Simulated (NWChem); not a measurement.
All runs are NWChem calculations. System: H₃P, charge 1, spin multiplicity 2, at the geometry of a parent with another charge or spin, in a state set for the comparison that need not be this species' ground state. Its SCF solution wasn't tested for a lower state. Level: UHF/def2-TZVPD.

The NWChem input:

```
start mol
memory heap 200 mb stack 800 mb global 1000 mb
charge 1
geometry units angstroms nocenter noautoz
  P     -0.130235    -0.003352     0.000000
  H      0.666565    -0.580989     1.035668
  H      0.666565    -0.580989    -1.035668
  H      0.620396     1.212263     0.000000
  symmetry group Cs
end
basis spherical
  * library def2-tzvpd
end
scf
  uhf
  nopen 1
  maxiter 100
  thresh 1e-7
  semidirect memsize 60000000 filesize 0
  # guess.movecs holds the orbitals of an unrestricted PBE0 run
  vectors input guess.movecs output mol.movecs
end
task scf energy
```

Part of the output:

```
             Northwest Computational Chemistry Package (NWChem) 7.3.0
             --------------------------------------------------------

                                NWChem Input Module
                                -------------------

 Scaling coordinates for geometry "geometry" by  1.889725989
 (inverse scale =  0.529177249)

 Turning off AUTOSYM since
 SYMMETRY directive was detected!

                             Geometry "geometry" -> ""
                             -------------------------

 Output coordinates in angstroms (scale by  1.889725989 to convert to a.u.)

  No.       Tag          Charge          X              Y              Z
 ---- ---------------- ---------- -------------- -------------- --------------
    1 P                   15.0000    -0.13023500    -0.00335200     0.00000000
    2 H                    1.0000     0.66656500    -0.58098900     1.03566800
    3 H                    1.0000     0.66656500    -0.58098900    -1.03566800
    4 H                    1.0000     0.62039600     1.21226300     0.00000000

 Effective nuclear repulsion energy (a.u.)      17.4340881334

            Nuclear Dipole moment (a.u.)
            ----------------------------
        X                 Y               Z
 ---------------- ---------------- ----------------
     0.0000018897     0.0000094486     0.0000000000

      Symmetry information
      --------------------

 Group name             Cs
 Group number              2
 Group order               2
 No. of unique centers     3

      Symmetry unique atoms

     1    2    4


 Summary of "ao basis" -> "" (spherical)
 ------------------------------------------------------------------------------
       Tag                 Description            Shells   Functions and Types
 ---------------- ------------------------------  ------  ---------------------
 *                         def2-tzvpd                 on all atoms

 Summary of "ao basis" -> "ao basis" (spherical)
 ------------------------------------------------------------------------------
       Tag                 Description            Shells   Functions and Types
 ---------------- ------------------------------  ------  ---------------------
 P                         def2-tzvpd               15       43   6s5p3d1f
 H                         def2-tzvpd                5        9   3s2p

                                 NWChem SCF Module
                                 -----------------

  ao basis        = "ao basis"
  functions       =    70
  atoms           =     4
  alpha electrons =     9
  beta  electrons =     8
  charge          =   1.00
  wavefunction    = UHF
  use symmetry    = T
  symmetry adapt  = T

 Summary of "ao basis" -> "ao basis" (spherical)
 ------------------------------------------------------------------------------
       Tag                 Description            Shells   Functions and Types
 ---------------- ------------------------------  ------  ---------------------
 P                         def2-tzvpd               15       43   6s5p3d1f
 H                         def2-tzvpd                5        9   3s2p

      Symmetry analysis of basis
      --------------------------

        a'         45
        a"         25

 Forming initial guess at       0.1s

   Symmetry analysis of molecular orbitals - initial alpha
   -------------------------------------------------------

  Numbering of irreducible representations:

     1 a'          2 a"

  Orbital symmetries:

     1 a'          2 a'          3 a'          4 a'          5 a"
     6 a'          7 a'          8 a"          9 a'         10 a"
    11 a'         12 a'         13 a'         14 a'         15 a"
    16 a'         17 a"         18 a'         19 a'

   Symmetry analysis of molecular orbitals - initial beta
   ------------------------------------------------------

  Numbering of irreducible representations:

     1 a'          2 a"

  Orbital symmetries:

     1 a'          2 a'          3 a"          4 a'          5 a'
     6 a'          7 a'          8 a"          9 a'         10 a"
    11 a'         12 a'         13 a'         14 a"         15 a'
    16 a'         17 a"         18 a'         19 a'

 Starting SCF solution at       0.1s

 ----------------------------------------------
         Quadratically convergent UHF

 Convergence threshold     :          1.000E-07
 Maximum no. of iterations :          100
 Integral*density screening:          1.000E-09
 ----------------------------------------------

              iter       energy          gnorm     gmax       time
             ----- ------------------- --------- --------- --------
                 1     -342.1252285262  5.01D-01  2.25D-01      0.5
                 2     -342.1339482751  5.62D-02  1.60D-02      0.5
                 3     -342.1347703247  1.41D-03  4.96D-04      0.6
                 4     -342.1347711825  5.67D-07  1.43D-07      0.9
                 5     -342.1347711825  4.08D-09  1.43D-09      1.0

       Final UHF  results
       ------------------

         Total SCF energy =   -342.134771182543
      One electron energy =   -502.105345004365
      Two electron energy =    142.536485688438
 Nuclear repulsion energy =     17.434088133384

                       Sz =      0.5000
                 Sz(Sz+1) =      0.7500
                      S^2 =      0.7552

        Time for solution =      1.0s

       Symmetry analysis of molecular orbitals - alpha
       -----------------------------------------------

  Numbering of irreducible representations:

     1 a'          2 a"

  Orbital symmetries:

     1 a'          2 a'          3 a'          4 a"          5 a'
[...]
    1  -80.3075
    2   -7.8495
    3   -5.7530
    4   -5.7403
    5   -5.7403
    6   -1.1863
    7   -0.8165
    8   -0.8165
    9   -0.7806
   10   -0.1325
   11   -0.1325
   12   -0.1136
   13   -0.0371
   14   -0.0266
   15   -0.0266
   16   -0.0051
   17   -0.0051
   18   -0.0022
   19    0.0771

          Final beta eigenvalues
          ----------------------

              1
    1  -80.2978
    2   -7.8365
    3   -5.7342
    4   -5.7342
    5   -5.7211
    6   -1.1183
    7   -0.8000
    8   -0.8000
    9   -0.3121
   10   -0.1091
   11   -0.0949
   12   -0.0949
   13   -0.0166
   14   -0.0166
   15   -0.0109
   16   -0.0038
   17   -0.0038
   18    0.0257
   19    0.0899

                    UHF Final Alpha Molecular Orbital Analysis
                    ------------------------------------------

 Vector    7  Occ=1.000000D+00  E=-8.164609D-01  Symmetry=a'
              MO Center=  3.0D-01,  3.5D-01, -1.3D-10, r^2= 1.6D+00
   Bfn.  Coefficient  Atom+Function         Bfn.  Coefficient  Atom+Function
  ----- ------------  ---------------      ----- ------------  ---------------
    17      0.388535  1 P  py                63      0.246214  4 H  s
    14      0.168517  1 P  py                62      0.152916  4 H  s

 Vector    8  Occ=1.000000D+00  E=-8.164589D-01  Symmetry=a"
              MO Center=  3.2D-01, -3.3D-01,  1.3D-10, r^2= 1.6D+00
   Bfn.  Coefficient  Atom+Function         Bfn.  Coefficient  Atom+Function
  ----- ------------  ---------------      ----- ------------  ---------------
    18      0.388665  1 P  pz                45      0.213228  2 H  s
    54     -0.213228  3 H  s                 15      0.168573  1 P  pz

 Vector    9  Occ=1.000000D+00  E=-7.806160D-01  Symmetry=a'
              MO Center= -3.2D-01, -8.1D-03,  8.4D-16, r^2= 1.6D+00
   Bfn.  Coefficient  Atom+Function         Bfn.  Coefficient  Atom+Function
  ----- ------------  ---------------      ----- ------------  ---------------
    16      0.518018  1 P  px                 4     -0.276952  1 P  s
     5     -0.272946  1 P  s                 13      0.217314  1 P  px
    19      0.183146  1 P  px                 7     -0.173738  1 P  px
     3      0.151185  1 P  s

 Vector   10  Occ=0.000000D+00  E=-1.325311D-01  Symmetry=a"
              MO Center= -2.5D-01,  4.4D-02, -5.0D-11, r^2= 3.6D+00
   Bfn.  Coefficient  Atom+Function         Bfn.  Coefficient  Atom+Function
  ----- ------------  ---------------      ----- ------------  ---------------
    35      0.429773  1 P  d  1              18      0.353279  1 P  pz
    45     -0.213684  2 H  s                 54      0.213684  3 H  s
    30      0.169943  1 P  d  1              33      0.169258  1 P  d -1
    46      0.166664  2 H  s                 55     -0.166664  3 H  s

 Vector   11  Occ=0.000000D+00  E=-1.325303D-01  Symmetry=a'
              MO Center= -2.5D-01, -5.7D-02,  4.9D-11, r^2= 3.6D+00
   Bfn.  Coefficient  Atom+Function         Bfn.  Coefficient  Atom+Function
  ----- ------------  ---------------      ----- ------------  ---------------
    32      0.420080  1 P  d -2              17     -0.353163  1 P  py
    63      0.246742  4 H  s                 64     -0.192465  4 H  s
    27      0.164889  1 P  d -2              34     -0.156112  1 P  d  0

 Vector   12  Occ=0.000000D+00  E=-1.135790D-01  Symmetry=a'
              MO Center=  3.6D-02,  9.4D-04, -5.3D-15, r^2= 8.3D+00
   Bfn.  Coefficient  Atom+Function         Bfn.  Coefficient  Atom+Function
  ----- ------------  ---------------      ----- ------------  ---------------
     6      2.506455  1 P  s                 19      0.901644  1 P  px
    46     -0.855939  2 H  s                 55     -0.855939  3 H  s
    64     -0.855929  4 H  s                  5      0.503832  1 P  s
     4     -0.455986  1 P  s                 69      0.315062  4 H  py
    52      0.270999  2 H  pz                61     -0.270999  3 H  pz

                     UHF Final Beta Molecular Orbital Analysis
                     -----------------------------------------

 Vector    6  Occ=1.000000D+00  E=-1.118289D+00  Symmetry=a'
              MO Center=  2.6D-01,  6.8D-03, -9.7D-16, r^2= 1.3D+00
   Bfn.  Coefficient  Atom+Function         Bfn.  Coefficient  Atom+Function
  ----- ------------  ---------------      ----- ------------  ---------------
     4      0.568627  1 P  s                  5      0.386722  1 P  s
     3     -0.375493  1 P  s

 Vector    7  Occ=1.000000D+00  E=-8.000272D-01  Symmetry=a'
              MO Center=  3.1D-01,  3.5D-01, -1.1D-10, r^2= 1.6D+00
   Bfn.  Coefficient  Atom+Function         Bfn.  Coefficient  Atom+Function
  ----- ------------  ---------------      ----- ------------  ---------------
    17      0.380717  1 P  py                63      0.241952  4 H  s
    14      0.165429  1 P  py                20      0.162191  1 P  py
    62      0.151635  4 H  s

 Vector    8  Occ=1.000000D+00  E=-8.000256D-01  Symmetry=a"
              MO Center=  3.2D-01, -3.4D-01,  1.1D-10, r^2= 1.6D+00
   Bfn.  Coefficient  Atom+Function         Bfn.  Coefficient  Atom+Function
  ----- ------------  ---------------      ----- ------------  ---------------
    18      0.380843  1 P  pz                45      0.209538  2 H  s
    54     -0.209538  3 H  s                 15      0.165484  1 P  pz
    21      0.162244  1 P  pz

 Vector    9  Occ=0.000000D+00  E=-3.120849D-01  Symmetry=a'
              MO Center= -3.6D-01, -9.2D-03,  1.6D-16, r^2= 2.1D+00
   Bfn.  Coefficient  Atom+Function         Bfn.  Coefficient  Atom+Function
  ----- ------------  ---------------      ----- ------------  ---------------
    16      0.354723  1 P  px                 5     -0.297307  1 P  s
     4     -0.295687  1 P  s                 19      0.292001  1 P  px
     3      0.193498  1 P  s

 Vector   10  Occ=0.000000D+00  E=-1.090603D-01  Symmetry=a'
              MO Center=  8.5D-02,  2.2D-03, -2.0D-16, r^2= 8.5D+00
   Bfn.  Coefficient  Atom+Function         Bfn.  Coefficient  Atom+Function
  ----- ------------  ---------------      ----- ------------  ---------------
     6      2.587214  1 P  s                 19      0.986380  1 P  px
    46     -0.922897  2 H  s                 55     -0.922897  3 H  s
    64     -0.922901  4 H  s                  5      0.589860  1 P  s
     4     -0.432839  1 P  s                 69      0.334233  4 H  py
    52      0.287384  2 H  pz                61     -0.287384  3 H  pz

 Vector   11  Occ=0.000000D+00  E=-9.493961D-02  Symmetry=a"
              MO Center= -1.9D-01,  1.9D-01,  3.1D-10, r^2= 4.2D+00
   Bfn.  Coefficient  Atom+Function         Bfn.  Coefficient  Atom+Function
  ----- ------------  ---------------      ----- ------------  ---------------
    35      0.540812  1 P  d  1              46      0.508526  2 H  s
    55     -0.508526  3 H  s                 21     -0.337124  1 P  pz
    33      0.319394  1 P  d -1              18      0.311476  1 P  pz
    70      0.226536  4 H  pz                45     -0.222890  2 H  s
    54      0.222890  3 H  s                 50     -0.174980  2 H  px

 center of mass
 --------------
 x =  -0.11478547 y =  -0.00295408 z =   0.00000000

 moments of inertia (a.u.)
 ------------------
          15.440310016461           0.044042159728           0.000000000000
           0.044042159728          13.732143513440           0.000000000000
           0.000000000000           0.000000000000          13.731151940919

  Mulliken analysis of the total density
  --------------------------------------

    Atom       Charge   Shell Charges
 -----------   ------   -------------------------------------------------------
    1 P   15    14.94   2.01  0.53  1.44  0.98  0.75  0.03  4.17  1.70  0.69  1.79  0.63  0.07  0.13  0.02  0.01
    2 H    1     0.69   0.22  0.47  0.01  0.02 -0.04
    3 H    1     0.69   0.22  0.47  0.01  0.02 -0.04
    4 H    1     0.69   0.22  0.47  0.01  0.02 -0.04

  Mulliken analysis of the alpha density
  --------------------------------------

    Atom       Charge   Shell Charges
 -----------   ------   -------------------------------------------------------
    1 P   15     7.92   1.00  0.27  0.72  0.55  0.42  0.01  2.10  0.84  0.41  1.13  0.37  0.03  0.06  0.01  0.01
    2 H    1     0.36   0.11  0.25  0.01  0.01 -0.02
    3 H    1     0.36   0.11  0.25  0.01  0.01 -0.02
    4 H    1     0.36   0.11  0.25  0.01  0.01 -0.02

   Mulliken analysis of the beta density
   -------------------------------------

    Atom       Charge   Shell Charges
 -----------   ------   -------------------------------------------------------
    1 P   15     7.01   1.00  0.26  0.72  0.43  0.33  0.01  2.07  0.86  0.28  0.66  0.26  0.04  0.07  0.01  0.01
    2 H    1     0.33   0.10  0.23  0.00  0.01 -0.01
    3 H    1     0.33   0.10  0.23  0.00  0.01 -0.01
    4 H    1     0.33   0.10  0.23  0.00  0.01 -0.01

   Mulliken analysis of the spin density
   -------------------------------------

    Atom       Charge   Shell Charges
 -----------   ------   -------------------------------------------------------
    1 P   15     0.91   0.00  0.00 -0.01  0.12  0.09  0.00  0.02 -0.02  0.13  0.47  0.11 -0.01 -0.01 -0.00  0.00
    2 H    1     0.03   0.01  0.02  0.00  0.00 -0.01
    3 H    1     0.03   0.01  0.02  0.00  0.00 -0.01
    4 H    1     0.03   0.01  0.02  0.00  0.00 -0.01

       Multipole analysis of the density wrt the origin
       ------------------------------------------------

     L   x y z        total         alpha         beta         nuclear
     -   - - -        -----         -----         ----         -------
     0   0 0 0      1.000000     -9.000000     -8.000000     18.000000

     1   1 0 0      0.020816      0.473509     -0.452695      0.000002
     1   0 1 0      0.000539      0.012185     -0.011656      0.000009
     1   0 0 1     -0.000000     -0.000000     -0.000000      0.000000

     2   2 0 0     -7.591396     -8.339193     -4.708526      5.456323
     2   1 1 0      0.010499      0.000671      0.066617     -0.056789
     2   1 0 1      0.000000     -0.000000      0.000000      0.000000
     2   0 2 0     -7.999019     -8.364843     -7.293561      7.659385
     2   0 1 1     -0.000000     -0.000000     -0.000000      0.000000
     2   0 0 2     -7.999334     -8.364806     -7.295234      7.660706

 Task  times  cpu:        1.1s     wall:        1.1s

 Total times  cpu:        1.1s     wall:        1.1s
```
